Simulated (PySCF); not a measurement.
Reaction (SMILES): PP (P2H4) + [H][H] (H2) → 2 P (PH3)
B3LYP-D3(BJ)/def2-TZVP geometries, fixed; electronic energies without zero-point terms.

Basis-set convergence of the energy of full hydrogenation at B3LYP with PySCF. All functions are spherical. Density fitting with generated auxiliary sets. In sets without p functions on hydrogen, species with hydrogen take exact integrals. No added dispersion term, no relativity. Functions are those of the species that has most. Reference: the value in pcseg-3, -6.67 kcal/mol, itself unsure by roughly 0.04 kcal/mol (its mean distance from def2-QZVPP, cc-pV(Q+d)Z). Deviations are taken from unrounded values.

```csv
basis,functions,energy of full hydrogenation (kcal/mol)
6-31G*,44,-6.41
6-31+G*,52,-7.18
def2-SVP,56,-8.56
def2-SVPD,80,-8.63
pcseg-1,56,-7.91
aug-pcseg-1,90,-7.48
cc-pV(D+d)Z,66,-7.75
aug-cc-pV(D+d)Z,100,-8.02
6-311G**,76,-8.50
6-311+G**,84,-8.29
def2-TZVP,98,-6.46
def2-TZVPD,122,-6.53
pcseg-2,124,-7.31
aug-pcseg-2,192,-6.80
cc-pV(T+d)Z,134,-6.65
aug-cc-pV(T+d)Z,202,-6.73
def2-TZVPP,140,-6.63
def2-TZVPPD,164,-6.66
```

What the diffuse functions change, pair by pair:
- 6-31G* to 6-31+G*: 8 more functions, deviation 0.26 to -0.51 kcal/mol
- def2-SVP to def2-SVPD: 24 more functions, deviation -1.90 to -1.96 kcal/mol
- pcseg-1 to aug-pcseg-1: 34 more functions, deviation -1.24 to -0.81 kcal/mol
- cc-pV(D+d)Z to aug-cc-pV(D+d)Z: 34 more functions, deviation -1.08 to -1.35 kcal/mol
- 6-311G** to 6-311+G**: 8 more functions, deviation -1.83 to -1.62 kcal/mol
- def2-TZVP to def2-TZVPD: 24 more functions, deviation 0.21 to 0.14 kcal/mol
- pcseg-2 to aug-pcseg-2: 68 more functions, deviation -0.64 to -0.13 kcal/mol
- cc-pV(T+d)Z to aug-cc-pV(T+d)Z: 68 more functions, deviation 0.02 to -0.06 kcal/mol
- def2-TZVPP to def2-TZVPPD: 24 more functions, deviation 0.03 to 0.01 kcal/mol

They bring the value nearer the reference by more than 0.04 kcal/mol in 4 of 9 pairs.
